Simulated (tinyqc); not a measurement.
UKS/LDA (PW92) in the sto-3g basis, for OH+, spin multiplicity 3, step by step. One step of it, computed by the program tinyqc.

Problem. Iteration 2: building the Kohn-Sham matrix. J_ij = sum D_kl (ij|kl) with D = D(alpha) + D(beta); F = H + J + V_xc; E = tr D H + tr D J / 2 + E_xc + E_nn.

D(alpha) after iteration 1:
```
            1O 1s      1O 2s    1O 2px    1O 2py     1O 2pz      2H 1s
1O 1s    1.060430  -0.256588  0.000000  0.000000  -0.005958   0.015751
1O 2s   -0.256588   1.088891  0.000000  0.000000   0.031559  -0.063854
1O 2px   0.000000   0.000000  1.000000  0.000000   0.000000   0.000000
1O 2py   0.000000   0.000000  0.000000  1.000000   0.000000   0.000000
1O 2pz  -0.005958   0.031559  0.000000  0.000000   1.032730  -0.079504
2H 1s    0.015751  -0.063854  0.000000  0.000000  -0.079504   0.009589
```

D(beta) after iteration 1:
```
            1O 1s      1O 2s     1O 2px     1O 2py     1O 2pz      2H 1s
1O 1s    1.059917  -0.254177   0.000000   0.000000   0.016250   0.013285
1O 2s   -0.254177   1.077735   0.000000   0.000000  -0.071697  -0.053473
1O 2px   0.000000   0.000000   0.999433  -0.023814   0.000000   0.000000
1O 2py   0.000000   0.000000  -0.023814   0.000567   0.000000   0.000000
1O 2pz   0.016250  -0.071697   0.000000   0.000000   0.004770   0.003557
2H 1s    0.013285  -0.053473   0.000000   0.000000   0.003557   0.002654
```

core Hamiltonian H = T + V (hartree):
```
             1O 1s      1O 2s     1O 2px     1O 2py     1O 2pz      2H 1s
1O 1s   -32.003499  -7.442989   0.000000   0.000000  -0.007656  -0.661652
1O 2s    -7.442989  -8.631751   0.000000   0.000000  -0.096045  -1.691514
1O 2px    0.000000   0.000000  -6.821598   0.000000   0.000000   0.000000
1O 2py    0.000000   0.000000   0.000000  -6.821598   0.000000   0.000000
1O 2pz   -0.007656  -0.096045   0.000000   0.000000  -6.872452  -1.349238
2H 1s    -0.661652  -1.691514   0.000000   0.000000  -1.349238  -3.550154
```

Two-electron integrals (ij|kl) in chemists' order, unique and non-zero (hartree):
```
(11|11) 4.785065   (21|11) 0.741380   (21|21) 0.136873   (22|11) 1.118947
(22|21) 0.256633   (22|22) 0.817206   (31|31) 0.024477   (32|31) 0.037809
(32|32) 0.180518   (33|11) 1.115814   (33|21) 0.256684   (33|22) 0.817023
(33|33) 0.880159   (41|41) 0.024477   (42|41) 0.037809   (42|42) 0.180518
(43|43) 0.047444   (44|11) 1.115814   (44|21) 0.256684   (44|22) 0.817023
(44|33) 0.785270   (44|44) 0.880159   (51|51) 0.024477   (52|51) 0.037809
(52|52) 0.180518   (53|53) 0.047444   (54|54) 0.047444   (55|11) 1.115814
(55|21) 0.256684   (55|22) 0.817023   (55|33) 0.785270   (55|44) 0.785270
(55|55) 0.880159   (61|11) 0.065974   (61|21) 0.012092   (61|22) 0.022581
(61|33) 0.022542   (61|44) 0.022542   (61|51) 0.000521   (61|52) 0.000991
(61|55) 0.022664   (61|61) 0.001080   (62|11) 0.190926   (62|21) 0.044474
(62|22) 0.160837   (62|33) 0.157957   (62|44) 0.157957   (62|51) 0.003285
(62|52) 0.027221   (62|55) 0.166433   (62|61) 0.004011   (62|62) 0.042327
(63|31) 0.004262   (63|32) 0.026208   (63|53) 0.005374   (63|63) 0.005497
(64|41) 0.004262   (64|42) 0.026208   (64|54) 0.005374   (64|64) 0.005497
(65|11) 0.151144   (65|21) 0.035617   (65|22) 0.137680   (65|33) 0.131787
(65|44) 0.131787   (65|51) 0.006505   (65|52) 0.047609   (65|55) 0.149305
(65|61) 0.003322   (65|62) 0.044166   (65|65) 0.051121   (66|11) 0.385338
(66|21) 0.091144   (66|22) 0.380058   (66|33) 0.367137   (66|44) 0.367137
(66|51) 0.007249   (66|52) 0.085651   (66|55) 0.405536   (66|61) 0.008245
(66|62) 0.137350   (66|65) 0.164305   (66|66) 0.774606
```

nuclear repulsion = 3.10595575 hartree

V_xc(alpha) (hartree):
```
            1O 1s      1O 2s     1O 2px     1O 2py     1O 2pz      2H 1s
1O 1s   -2.935239  -0.427299   0.000000   0.000000  -0.000373  -0.038248
1O 2s   -0.427299  -0.824073   0.000000   0.000000   0.002097  -0.133109
1O 2px   0.000000   0.000000  -0.824998   0.000221   0.000000   0.000000
1O 2py   0.000000   0.000000   0.000221  -0.816078   0.000000   0.000000
1O 2pz  -0.000373   0.002097   0.000000   0.000000  -0.816387  -0.098184
2H 1s   -0.038248  -0.133109   0.000000   0.000000  -0.098184  -0.146613
```

V_xc(beta) (hartree):
```
            1O 1s      1O 2s     1O 2px     1O 2py     1O 2pz      2H 1s
1O 1s   -2.899807  -0.401227   0.000000   0.000000   0.001723  -0.035880
1O 2s   -0.401227  -0.696278   0.000000   0.000000   0.015466  -0.109988
1O 2px   0.000000   0.000000  -0.752540   0.002343   0.000000   0.000000
1O 2py   0.000000   0.000000   0.002343  -0.660681   0.000000   0.000000
1O 2pz   0.001723   0.015466   0.000000   0.000000  -0.659933  -0.076788
2H 1s   -0.035880  -0.109988   0.000000   0.000000  -0.076788  -0.124790
```

E_xc = sum of w rho eps_xc = -8.04814566 hartree

Give: Coulomb J; F(alpha); F(beta); total energy of this density.

Solution.

Coulomb J (hartree):
```
          1O 1s    1O 2s   1O 2px   1O 2py   1O 2pz   2H 1s
1O 1s   16.2589   3.0105   0.0000   0.0000  -0.0042  0.2662
1O 2s    3.0105   7.1270   0.0000   0.0000  -0.0262  1.3376
1O 2px   0.0000   0.0000   7.1829  -0.0023   0.0000  0.0000
1O 2py   0.0000   0.0000  -0.0023   7.0881   0.0000  0.0000
1O 2pz  -0.0042  -0.0262   0.0000   0.0000   7.0874  1.1130
2H 1s    0.2662   1.3376   0.0000   0.0000   1.1130  3.0156
```

F(alpha) (hartree):
```
           1O 1s    1O 2s   1O 2px   1O 2py   1O 2pz    2H 1s
1O 1s   -18.6799  -4.8598   0.0000   0.0000  -0.0122  -0.4337
1O 2s    -4.8598  -2.3288   0.0000   0.0000  -0.1202  -0.4870
1O 2px    0.0000   0.0000  -0.4637  -0.0020   0.0000   0.0000
1O 2py    0.0000   0.0000  -0.0020  -0.5496   0.0000   0.0000
1O 2pz   -0.0122  -0.1202   0.0000   0.0000  -0.6014  -0.3344
2H 1s    -0.4337  -0.4870   0.0000   0.0000  -0.3344  -0.6812
```

F(beta) (hartree):
```
           1O 1s    1O 2s   1O 2px   1O 2py   1O 2pz    2H 1s
1O 1s   -18.6444  -4.8337   0.0000   0.0000  -0.0101  -0.4313
1O 2s    -4.8337  -2.2010   0.0000   0.0000  -0.1068  -0.4639
1O 2px    0.0000   0.0000  -0.3913   0.0001   0.0000   0.0000
1O 2py    0.0000   0.0000   0.0001  -0.3942   0.0000   0.0000
1O 2pz   -0.0101  -0.1068   0.0000   0.0000  -0.4450  -0.3130
2H 1s    -0.4313  -0.4639   0.0000   0.0000  -0.3130  -0.6594
```

total energy of this density = -73.357091 hartree
